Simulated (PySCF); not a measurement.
## How good is the calculation?

Numbering as in the mapped SMILES `[CH:1]#[C:2][CH2:3][CH3:4]` (H(Xn): hydrogen on atom n).

The experiment to reproduce: δ ¹³C C4 13.8; C3 12.3; δ ¹H H(C3) 2.16; H(C4) 1.15 ppm (measured; solution, not stated per compound (mostly CDCl3 or CCl4); Pretsch, Buehlmann, Badertscher, Structure Determination of Organic Compounds, 4th ed. (2009)).

- shieldings: GIAO B97-2/pcSseg-2
- PBE0-D3(BJ)/def2-SVP structure
- program: PySCF 2.14
- no solvent, non-relativistic, one averaged value for each set of equivalent atoms, single conformer

Q: How close does the calculation come?

A: 
Reference values: measured (solution, not stated per compound (mostly CDCl3 or CCl4); Pretsch, Buehlmann, Badertscher, Structure Determination of Organic Compounds, 4th ed. (2009)).
```
atoms  quantity  reference  computed  computed, scaled
   C4     δ ¹³C       13.8      16.6              13.3
   C3     δ ¹³C       12.3      16.2              12.9
H(C3)      δ ¹H       2.16      2.25                 –
H(C4)      δ ¹H       1.15      1.13                 –
```

Computed shifts are σ(ref) − σ with the named reference compound (TMS for H and C) calculated as an isolated molecule at the same level. The measured values may be among those fitted. Scaled to experiment by linear calibration (H and C: mostly CDCl3 data, vs TMS): ¹³C: δ = 175.28 − 0.971σ (rms 2.1 ppm, 43 shifts). A few per cent of atoms miss by over 2 rms, more outside the fitted compound classes.

Q: How far are the unscaled ¹³C shifts from the references?

A: Mean signed difference +3.35 ppm, mean absolute 3.35 ppm over 2 comparisons; the largest is +3.9 ppm at C3 (propargylic sp3 CH2).

Q: How far are the unscaled ¹H shifts from the references?

A: Mean signed difference +0.03 ppm, mean absolute 0.05 ppm over 2 comparisons; the largest is +0.09 ppm at H(C3) (hydrogen on a propargylic sp3 CH2).
